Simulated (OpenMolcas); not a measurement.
## BH3 (SMILES [H]B([H])[H]): name the method

BH3: 4 atoms, total charge 0, spin state singlet. SMILES: `[H]B([H])[H]`. The shape is that of a GFN2-xTB optimisation.

```xyz
4

B     0.0001    0.0000   -0.0014
H     1.1639   -0.0303    0.0153
H    -0.5553    1.0234   -0.0186
H    -0.6086   -0.9931    0.0048
```

Orbital energies are those of the mean-field step.

A calculation with OpenMolcas 26.06 gave:

```yaml
total_energy: -26.4244 Eh
dipole_moment: 0.00 D
HOMO_energy: -8.95 eV
LUMO_energy: -2.47 eV
HOMO–LUMO_gap: 6.48 eV
```

Which of these levels gave the numbers?
A. CCSD(T)/3-21G
B. r2SCAN/3-21G
C. SVWN5/3-21G
D. M06-2X/3-21G

B. The others give -26.1116 Eh (SVWN5/3-21G), -26.4327 Eh (M06-2X/3-21G), -26.3078 Eh (CCSD(T)/3-21G).
